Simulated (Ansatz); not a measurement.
# H2S (hydrogen sulfide) at 6 levels

We compute a comparison of 6 runs (BHLYP/aug-cc-pVTZ, PBE-QIDH/aug-cc-pVTZ, SVWN5/aug-cc-pVTZ, r2SCAN0/aug-cc-pVTZ, wB97X/aug-cc-pVTZ, RPA@PBE0/aug-cc-pVTZ) of H2S (hydrogen sulfide). 

The results are computed with Ansatz 0.2.0.

34 further runs of the same task are left out: 34 set aside as unsound or not needed.

## Step 1: The structure to begin with

The species is H2S (3 atoms), meant as a singlet with charge 0. As SMILES, `S`. The S1–H3 distance was set to 1.744 Å, away from the relaxed value.

Bond lengths: S1–H2 1.341 Å. A long bond or contact: S1–H3 1.744 Å.

## Step 2: A single-point energy at BHLYP/aug-cc-pVTZ (run 1)

Input file run.yaml:

```yaml
crystal:
  periodic: [false, false, false]
  atoms:
    - {symbol: S, position_ang: [0.822132, -0.149665, 0.438938]}
    - {symbol: H, position_ang: [0.424532, 1.128635, 0.357438]}
    - {symbol: H, position_ang: [-0.593400, -0.717100, -0.406300]}
basis:
  gaussian: {orbitals: aug-cc-pVTZ}
hamiltonian: {xc: {name: BHLYP}}
accuracy: high
output: {orbitals: {seedname: orbitals}}
```

Run with:

```console
$ ansatz run run.yaml --threads 1 --pin off --max-ram 3480MiB --events-out events.jsonl --progress --plain --runs-dir runs
```

Log:

```text
Warning: RAYON_NUM_THREADS=1 ignored (pool sized by the plan → 1); use --threads N
Functional definition: BHLYP
  name "BHLYP"
  parameter a = 0.5
  exchange = (1 - a)*b88_x + a*exact_x
  correlation = lyp_c
1413 factors; integrals over basis functions are off by at most 3.5e-9 eV
mean field evaluation 1: about -10866.6282 eV, gradient 1.2e1 eV
mean field evaluation 2: about -10866.8047 eV, gradient 1.1e1 eV
mean field evaluation 4: about -10867.1587 eV, gradient 6.7e-1 eV
mean field evaluation 8: about -10867.1608 eV, gradient 8.0e-3 eV
mean field evaluation 16: about -10867.1608 eV, gradient 1.2e-6 eV
mean field -10867.16077505 eV, -399.3607924571 hartree, gradient 1.8e-8 eV, S^2 0.000000; 0 other end points of the search recorded, 0 dependent functions left out
reference -10867.16079791 eV, -399.3607932971 hartree; 9, 9 occupied and 87, 87 virtual orbitals, 1413 factors
Total energy: -10867.16079791 eV, -399.3607932971 hartree
```

It took 3.3 s on 1 thread of Arm Neoverse V2, shared host; peak memory 0.19 GiB.

## Step 3: The energy at PBE-QIDH/aug-cc-pVTZ (run 2)

Input file job.yaml:

```yaml
crystal:
  periodic: [false, false, false]
  atoms:
    - symbol: S
      position_ang: [0.822132, -0.149665, 0.438938]
    - symbol: H
      position_ang: [0.424532, 1.128635, 0.357438]
    - symbol: H
      position_ang: [-0.593400, -0.717100, -0.406300]
basis:
  gaussian:
    orbitals: aug-cc-pVTZ
hamiltonian:
  xc: {name: PBE-QIDH}
correlation:
  frozen_orbitals: {H: 0, S: 5}
accuracy: high
output: {orbitals: {seedname: orbitals}}
```

Run with:

```console
$ ansatz run job.yaml --threads 1 --pin off --max-ram 3480MiB --events-out events.jsonl --progress --plain --runs-dir runs
```

Log, shortened:

```text
Warning: RAYON_NUM_THREADS=1 ignored (pool sized by the plan → 1); use --threads N
Functional definition: PBE-QIDH
  name "PBE-QIDH"
[...]
1413 factors; integrals over basis functions are off by at most 3.5e-9 eV
[...]
mean field -10859.05080814 eV, -399.0627566703 hartree, gradient 7.4e-8 eV, S^2 0.000000; 0 other end points of the search recorded, 0 dependent functions left out
5 core orbitals not correlated: weight in the atoms' cores, before any rotation towards them, 1.000 or more for the frozen orbitals, at most 0.000 for the correlated occupied ones
reference -10859.05080953 eV, -399.0627567213 hartree; 4, 4 occupied and 87, 87 virtual orbitals, 1413 factors
second order -6.20080908 eV of doubles, -0.00000000 eV of singles
Total energy: -10861.11774589 eV, -399.1387152315 hartree
```

Wall time 3.6 s (1 thread of Arm Neoverse V2, shared host); peak memory 0.19 GiB.

Runs 3 to 5 aren't shown in full; the table further down has their settings and results.

## Step 4: The energy at RPA@PBE0/aug-cc-pVTZ (run 6)

run.yaml, as its differences from that of step 2:

```diff
@@ -7,5 +7,12 @@
 basis:
-  gaussian: {orbitals: aug-cc-pVTZ}
-hamiltonian: {xc: {name: BHLYP}}
+  gaussian:
+    orbitals: aug-cc-pVTZ
+magnetization:
+  spin_polarized: false
+  initial_magnetization: 0
+hamiltonian:
+  xc: {name: PBE0}
+correlation:
+  method: rpa
+  frozen_orbitals: {H: 0, S: 5}
 accuracy: high
-output: {orbitals: {seedname: orbitals}}
```

Run with:

```console
$ ansatz run run.yaml --threads 1 --pin off --max-ram 3480MiB --events-out events.jsonl --progress --plain --runs-dir runs
```

Log, shortened:

```text
Warning: RAYON_NUM_THREADS=1 ignored (pool sized by the plan → 1); use --threads N
Functional definition: PBE0
  name "PBE0"
[...]
1413 factors; integrals over basis functions are off by at most 3.5e-9 eV
[...]
mean field -10863.47640546 eV, -399.2253943719 hartree, gradient 2.2e-8 eV, S^2 0.000000; 0 other end points of the search recorded, 0 dependent functions left out
5 core orbitals not correlated: weight in the atoms' cores, before any rotation towards them, 1.000 or more for the frozen orbitals, at most 0.000 for the correlated occupied ones
reference -10848.02538885 eV, -398.6575799847 hartree; 4, 4 occupied and 87, 87 virtual orbitals, 1413 factors
Total energy: -10856.89291669 eV, -398.9834556222 hartree
```

Wall time 4.5 s (1 thread of Arm Neoverse V2, shared host); peak memory 0.22 GiB.

## Step 5: The series

| run | level | frozen core orbitals | energy (Eh) | HOMO energy (eV) | LUMO energy (eV) | HOMO–LUMO gap (eV) | wall time |
| --- | --- | --- | --- | --- | --- | --- | --- |
| 1 | BHLYP/aug-cc-pVTZ | – | -399.360793 | -8.67 | -1.02 | 7.65 | 3.3 s |
| 2 | PBE-QIDH/aug-cc-pVTZ | 5 | -399.138715 | -9.51 | -0.24 | 9.27 | 3.6 s |
| 3 | SVWN5/aug-cc-pVTZ | – | -397.980076 | -6.32 | -2.86 | 3.46 | 1.9 s |
| 4 | r2SCAN0/aug-cc-pVTZ | – | -399.330729 | -7.69 | -1.70 | 5.98 | 4.8 s |
| 5 | wB97X/aug-cc-pVTZ | – | -399.360998 | -9.98 | 0.15 | 10.12 | 9.6 s |
| 6 | RPA@PBE0/aug-cc-pVTZ | 5 | -398.983456 | – | – | – | 4.5 s |

## Step 6: Summary of results

```
                               quantity          value
                    run 6: total energy  -398.98346 Eh
run 6: RPA correlation energy (valence)     -325.9 mEh
```

**Reading.** Over runs 1, 2, 3, 4, 5 the HOMO–LUMO gap runs from 3.46 eV (SVWN5/aug-cc-pVTZ) to 10.12 eV (wB97X/aug-cc-pVTZ). Totals of different functionals can't be ranked against each other. All runs together took 28 s, the longest 9.6 s.
